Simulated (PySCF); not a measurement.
Tricarbon monoxide, C₃O (singlet state).
Bonds: C1–C2 (double), C2–C3 (double), C3–O4 (double).

All values: wB97X-D/def2-SVPD (PySCF, non-relativistic), on one gas-phase PBE0-D3(BJ)/def2-SVP geometry that isn't relaxed in the solvent. The solvent is an IEF-PCM continuum (Bondi radii, 1.10 Å for H, scaled by 1.2), and excitations are vertical TDDFT with non-equilibrium linear response and a frozen core. The model holds no explicit solvent molecules, cavitation or dispersion.

Gas-phase singlets (H = HOMO, L = LUMO):

```csv
state,E (eV),λ (nm),f,leading configurations
S1,4.134,300,0.000,"H-1→L 37%, H-2→L+1 37%, H-1→L+1 13%"
S2,4.369,284,0.000,"H-2→L+1 50%, H-1→L 50%"
S3,4.369,284,0.000,"H-2→L 50%, H-1→L+1 50%"
S4,4.597,270,0.018,H→L 99%
S5,4.597,270,0.018,H→L+1 99%
```

What are the lowest 5 singlets in acetonitrile (ε = 35.69)?

```json
{"state": "S1", "E (eV)": "4.129", "λ (nm)": "300", "f": "0.000", "leading configurations": "H-1→L 49%, H-2→L+1 49%", "change by rank (eV)": "-0.005"}
{"state": "S2", "E (eV)": "4.359", "λ (nm)": "284", "f": "0.000", "leading configurations": "H-2→L+1 42%, H-1→L 42%", "change by rank (eV)": "-0.010"}
{"state": "S3", "E (eV)": "4.361", "λ (nm)": "284", "f": "0.000", "leading configurations": "H-2→L 42%, H-1→L+1 42%", "change by rank (eV)": "-0.008"}
{"state": "S4", "E (eV)": "4.863", "λ (nm)": "255", "f": "0.024", "leading configurations": "H→L 99%", "change by rank (eV)": "+0.266"}
{"state": "S5", "E (eV)": "4.863", "λ (nm)": "255", "f": "0.024", "leading configurations": "H→L+1 99%", "change by rank (eV)": "+0.266"}
```

How do the frontier levels move from gas to acetonitrile?

```tsv
orbital	gas (eV)	solvent (eV)	change (eV)
LUMO+2	1.85	2.20	+0.35
LUMO+1	-1.35	-1.22	+0.13
LUMO	-1.35	-1.22	+0.13
HOMO	-10.96	-11.11	-0.15
HOMO-1	-11.37	-11.23	+0.14
HOMO-2	-11.37	-11.23	+0.14
HOMO-3	-16.74	-16.45	+0.29
```

The HOMO–LUMO gap goes from 9.61 to 9.89 eV.

On one thread of an Intel Xeon at 2.60 GHz, shared host, this took 2.6 s of wall time and 0.39 GiB of memory at its peak. This is the whole response run at wB97X-D/def2-SVPD in acetonitrile, SCF included.
